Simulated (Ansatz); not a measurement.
All values below come from PBE-D3(BJ)/def2-TZVP (Ansatz, a program for electronic structure). No frequencies were computed at this level.

Ansatz 0.2 input:
```yaml
crystal:
  periodic: [false, false, false]
  atoms:
    - { symbol: C, position_ang: [-1.160347, -0.148045, 0.35522] }
    - { symbol: O, position_ang: [-0.083877, 0.57341, -0.183718] }
    - { symbol: C, position_ang: [1.15152, 0.208406, 0.373331] }
    - { symbol: H, position_ang: [-1.250472, 0.018139, 1.436576] }
    - { symbol: H, position_ang: [-1.048897, -1.225136, 0.174876] }
    - { symbol: H, position_ang: [-2.058843, 0.211005, -0.142135] }
    - { symbol: H, position_ang: [1.907654, 0.822571, -0.111062] }
    - { symbol: H, position_ang: [1.170849, 0.391466, 1.455544] }
    - { symbol: H, position_ang: [1.372425, -0.851809, 0.193845] }
basis:
  gaussian: { orbitals: def2-tzvp }
hamiltonian:
  xc: pbe
  dispersion: d3bj
relax:
  max_steps: 150
```

Output:

```
Functional definition: PBE
775 factors; their error is unknown
mean field evaluation 1: about -4205.8587 eV, gradient 6.2e1 eV
mean field evaluation 2: about -4191.4208 eV, gradient 1.0e2 eV
mean field evaluation 4: about -4214.6449 eV, gradient 7.3e0 eV
mean field evaluation 8: about -4214.7382 eV, gradient 4.3e-2 eV
mean field evaluation 16: about -4214.7108 eV, gradient 4.7e-5 eV
mean field -4214.71082408 eV, -154.8877659513 hartree, gradient 2.4e-5 eV, S^2 0.000000; 0 other end points of the search recorded, 0 dependent functions left out
reference -4214.71086113 eV, -154.8877673131 hartree; 13, 13 occupied and 116, 116 virtual orbitals, 775 factors
relax step   1: F+E_penalty+E_count = -4214.82341558 eV  Δ(F+E_penalty+E_count) = +0.000e0 eV  max|allowed force component| = 4.025e-1 eV/Å  Δτ_max = 0.0000 Å  (27 SCF iters, accepted)
these checks for a lower state are left out or cut short: starts, cluster_reference, orbital_swaps, neighbouring_geometries, increment
775 factors; their error is unknown
mean field -4214.72658080 eV, -154.8883450000 hartree, gradient 2.0e-5 eV, S^2 0.000000; 0 other end points of the search recorded, 0 dependent functions left out
reference -4214.72661794 eV, -154.8883463650 hartree; 13, 13 occupied and 116, 116 virtual orbitals, 775 factors
relax step   2: F+E_penalty+E_count = -4214.83890053 eV  Δ(F+E_penalty+E_count) = -1.548e-2 eV  max|allowed force component| = 1.618e-1 eV/Å  Δτ_max = 0.0161 Å  (30 SCF iters, accepted)
these checks for a lower state are left out or cut short: starts, cluster_reference, orbital_swaps, neighbouring_geometries, increment
775 factors; their error is unknown
mean field evaluation 32: about -4214.7287 eV, gradient 2.3e-5 eV
mean field -4214.72865060 eV, -154.8884210638 hartree, gradient 2.3e-5 eV, S^2 0.000000; 0 other end points of the search recorded, 0 dependent functions left out
reference -4214.72868774 eV, -154.8884224288 hartree; 13, 13 occupied and 116, 116 virtual orbitals, 775 factors
relax step   3: F+E_penalty+E_count = -4214.84094749 eV  Δ(F+E_penalty+E_count) = -2.047e-3 eV  max|allowed force component| = 3.161e-2 eV/Å  Δτ_max = 0.0100 Å  (30 SCF iters, accepted)
these checks for a lower state are left out or cut short: starts, cluster_reference, orbital_swaps, neighbouring_geometries, increment
775 factors; their error is unknown
mean field -4214.72867457 eV, -154.8884219448 hartree, gradient 2.3e-5 eV, S^2 0.000000; 0 other end points of the search recorded, 0 dependent functions left out
reference -4214.72871170 eV, -154.8884233092 hartree; 13, 13 occupied and 116, 116 virtual orbitals, 775 factors
relax step   4: F+E_penalty+E_count = -4214.84099575 eV  Δ(F+E_penalty+E_count) = -4.825e-5 eV  max|allowed force component| = 1.059e-2 eV/Å  Δτ_max = 0.0016 Å  (31 SCF iters, accepted)
these checks for a lower state are left out or cut short: starts, cluster_reference, orbital_swaps, neighbouring_geometries, increment
775 factors; their error is unknown
mean field -4214.72866824 eV, -154.8884217121 hartree, gradient 2.3e-5 eV, S^2 0.000000; 0 other end points of the search recorded, 0 dependent functions left out
reference -4214.72870536 eV, -154.8884230762 hartree; 13, 13 occupied and 116, 116 virtual orbitals, 775 factors
relax step   5: F+E_penalty+E_count = -4214.84100171 eV  Δ(F+E_penalty+E_count) = -5.964e-6 eV  max|allowed force component| = 1.660e-3 eV/Å  Δτ_max = 0.0006 Å  (31 SCF iters, accepted)
775 factors; their error is unknown
mean field evaluation 64: about -4214.7562 eV, gradient 4.4e-2 eV
mean field -4214.72866824 eV, -154.8884217121 hartree, gradient 2.3e-5 eV, S^2 0.000000; 1 other end points of the search recorded, 0 dependent functions left out
reference -4214.72870536 eV, -154.8884230762 hartree; 13, 13 occupied and 116, 116 virtual orbitals, 775 factors
Total energy: -4214.84103883 eV, -154.8925512552 hartree
Atom 0 at    -1.161064    -0.144769     0.351878 Å, force    -0.001372     0.001304    -0.001504 eV/Å
Atom 1 at    -0.086470     0.591135    -0.201598 Å, force     0.000171    -0.001169     0.001179 eV/Å
Atom 2 at     1.151268     0.211753     0.369992 Å, force     0.000939     0.001660    -0.001486 eV/Å
Atom 3 at    -1.247852     0.019608     1.443991 Å, force     0.000255     0.000182     0.000453 eV/Å
Atom 4 at    -1.044925    -1.232002     0.173833 Å, force     0.000349    -0.000402    -0.000140 eV/Å
Atom 5 at    -2.081071     0.201543    -0.136362 Å, force     0.000143    -0.000583     0.000597 eV/Å
Atom 6 at     1.931608     0.820229    -0.104927 Å, force     0.000030    -0.000600     0.000596 eV/Å
Atom 7 at     1.167795     0.392060     1.462914 Å, force    -0.000305     0.000096     0.000448 eV/Å
Atom 8 at     1.370722    -0.859550     0.192757 Å, force    -0.000210    -0.000488    -0.000144 eV/Å
Dipole moment:     0.024747    -0.169173     0.170656 e Å
```

Cost: around 10 core-seconds (rough).
